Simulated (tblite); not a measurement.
Butyronitrile, C4H7N.
SMILES with atom numbers: `[CH3:1][CH2:2][CH2:3][C:4]#[N:5]` (hydrogens: H6, H7, H8 on C1; H9, H10 on C2; H11, H12 on C3)

Computed with GFN2-xTB (tblite), gas phase: nudged elastic band of 9 images (0 to 8), spring 0.2 eV/Å², climbing image at the end, force threshold 0.05 eV/Å. No saddle search or frequency run followed, so the top image need not be a first-order saddle, and its height can exceed the method's true barrier by a kcal/mol or more.

The band describes a rotation about C2–C3 (chain CH2 carbon, sp3 carbon next to a nitrile), followed by the dihedral C1–C2–C3–C4, from the optimised start (-64°) to a second optimised geometry at 64°.

Q: How does the energy change from image to image?

A: 
```tsv
image	dihedral (°)	E (kJ/mol)	C2–C3 (Å)	C1···C4 (Å)	largest true force (eV/Å)
0	-64	0.00	1.535	3.00	0.01
1	-47	2.33	1.536	2.87	0.04
2	-31	7.43	1.541	2.78	0.05
3	-15	12.16	1.545	2.72	0.05
4	1	13.90	1.547	2.70	0.04
5	18	11.56	1.545	2.73	0.05
6	34	6.61	1.540	2.79	0.06
7	49	1.85	1.536	2.88	0.04
8	64	0.00	1.535	3.00	0.01
```

Barriers of this band. The top is image 4 at 1°: 13.9 kJ/mol in either direction, as the ends lie within 0.002 eV of each other (their dihedrals are equal and opposite within 4°). The central bond is 0.012 Å longer at the top than at the start.

Q: What rate follows at 200 K for crossing this barrier forward?

A: Taking the electronic barrier for the free energy of activation (no zero-point or entropy terms, transmission 1), rate = (kT/h)·exp(−ΔE/kT) ≈ 1 × 10^9 s⁻¹, whose inverse is 1 × 10^-9 s. An error of 1 kcal/mol in the barrier changes this by a factor of 12, and the method and the loose band can each miss by that much or more.

Q: How long is the path, and how are the images spaced?

A: Cartesian distances between aligned neighbours (all atoms, Å): 0.65, 0.60, 0.58, 0.58, 0.59, 0.58, 0.58, 0.57; the sum is 4.74 Å, and the top lies 51 % of the way along.

The cost below is that of the whole band run. The run took 1.7 s wall on an Intel Xeon Platinum 8488C with one thread, no GPU, shared host with 192 logical CPUs at a one-minute load of 38, and the process peaked at 0.18 GiB of memory.
